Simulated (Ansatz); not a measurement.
Input file:

```yaml
crystal:
  periodic: [false, false, false]
  atoms:
    - {symbol: Al, position_ang: [0.000000, -0.232405, 1.980901]}
    - {symbol: Al, position_ang: [0.000000, 0.232405, -1.980901]}
    - {symbol: H, position_ang: [0.000000, 1.731862, 3.455729]}
    - {symbol: H, position_ang: [0.000000, -1.731862, -3.455729]}
basis:
  gaussian: {orbitals: 6-31G}
magnetization: {spin_polarized: false}
correlation: {method: ccsdt_q_b, electrons: all}
```

```sh
$ ansatz run in.yaml --threads 1 --pin off --events-out ev --progress --plain --max-ram 2393MiB
```

Output:

```
591 factors; integrals over basis functions are off by at most 8.5e-8 eV
mean field evaluation 1: about -13189.2613 eV, gradient 1.3e1 eV
mean field evaluation 2: about -13189.2619 eV, gradient 1.3e1 eV
mean field evaluation 4: about -13190.9122 eV, gradient 6.7e-1 eV
mean field evaluation 8: about -13190.9174 eV, gradient 5.2e-4 eV
mean field evaluation 16: about -13190.9174 eV, gradient 6.6e-6 eV
mean field -13190.91736415 eV, -484.7572720076 hartree, gradient 6.6e-6 eV, S^2 0.000000; 0 other end points of the search recorded, 0 dependent functions left out; unrestricted orbitals would lower it
reference -13190.91736415 eV, -484.7572720076 hartree; 14, 14 occupied and 16, 16 virtual orbitals, 591 factors
second order -2.17655581 eV of doubles, -0.00000000 eV of singles
cycle   1  -2.87467873 eV  change   -7.0e-1 eV  update   1.2e-1
cycle   2  -3.50299821 eV  change   -6.3e-1 eV  update   6.3e-2
cycle   3  -3.52838988 eV  change   -2.5e-2 eV  update   1.8e-2
cycle   4  -3.53908288 eV  change   -1.1e-2 eV  update   9.9e-3
cycle   5  -3.54741035 eV  change   -8.3e-3 eV  update   4.9e-3
cycle   6  -3.54720282 eV  change    2.1e-4 eV  update   2.8e-3
cycle   7  -3.54596212 eV  change    1.2e-3 eV  update   1.8e-3
cycle   8  -3.54741375 eV  change   -1.5e-3 eV  update   1.0e-3
cycle   9  -3.54795681 eV  change   -5.4e-4 eV  update   5.7e-4
cycle  10  -3.54742326 eV  change    5.3e-4 eV  update   3.1e-4
cycle  11  -3.54750053 eV  change   -7.7e-5 eV  update   1.7e-4
cycle  12  -3.54740710 eV  change    9.3e-5 eV  update   8.3e-5
cycle  13  -3.54746119 eV  change   -5.4e-5 eV  update   5.1e-5
cycle  14  -3.54750128 eV  change   -4.0e-5 eV  update   3.2e-5
cycle  15  -3.54750349 eV  change   -2.2e-6 eV  update   1.7e-5
cycle  16  -3.54749768 eV  change    5.8e-6 eV  update   9.8e-6
cycle  17  -3.54748947 eV  change    8.2e-6 eV  update   4.5e-6
cycle  18  -3.54748665 eV  change    2.8e-6 eV  update   2.3e-6
perturbative correction -0.00353531 eV, -0.0001299204 hartree
Total energy: -13194.46838611 eV, -484.8877696578 hartree
```

Ran on 1 thread of Arm Neoverse V1, shared host: 11 s wall, 0.29 GiB peak host memory.
